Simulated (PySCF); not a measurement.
This PySCF input (PBE/def2-TZVPD) gives -40.46302 Eh with 73 basis functions.

```python
import numpy as np, basis_set_exchange as bse
from pyscf import gto, scf, dft, df

basis = {'C': gto.basis.parse(bse.get_basis('def2-TZVPD', elements=['C'], fmt='nwchem')), 'H': gto.basis.parse(bse.get_basis('def2-TZVPD', elements=['H'], fmt='nwchem'))}
mol = gto.M(
    atom='''
    C    -0.00000000    0.00000000   -0.00000000
    H     0.62054657    0.62688914    0.63896175
    H    -0.64285838   -0.62489528    0.61852983
    H     0.63693263   -0.63278043   -0.61664082
    H    -0.61462083    0.63078657   -0.64085076
    ''',
    basis=basis,
    charge=0,
    verbose=4,
    max_memory=8640,
)
mf = dft.RKS(mol, xc='pbe')
mf.grids.level = 3
mf = mf.density_fit(auxbasis=df.autoaux(mol))
mf.conv_tol = 1e-9
mf.max_cycle = 100
print('smallest overlap eigenvalue', np.linalg.eigvalsh(mol.intor('int1e_ovlp'))[0])
mf.kernel()
dip = mf.dip_moment()
```

Change:
```diff
- basis = {'C': gto.basis.parse(bse.get_basis('def2-TZVPD', elements=['C'], fmt='nwchem')), 'H': gto.basis.parse(bse.get_basis('def2-TZVPD', elements=['H'], fmt='nwchem'))}
+ basis = {'C': gto.basis.parse(bse.get_basis('6-31G**', elements=['C'], fmt='nwchem')), 'H': gto.basis.parse(bse.get_basis('6-31G**', elements=['H'], fmt='nwchem'))}
```

**Question.** What does the run give now?

**Answer.** -40.44893 Eh (PBE/6-31G**, 34 functions), a change of +14.09 mEh.
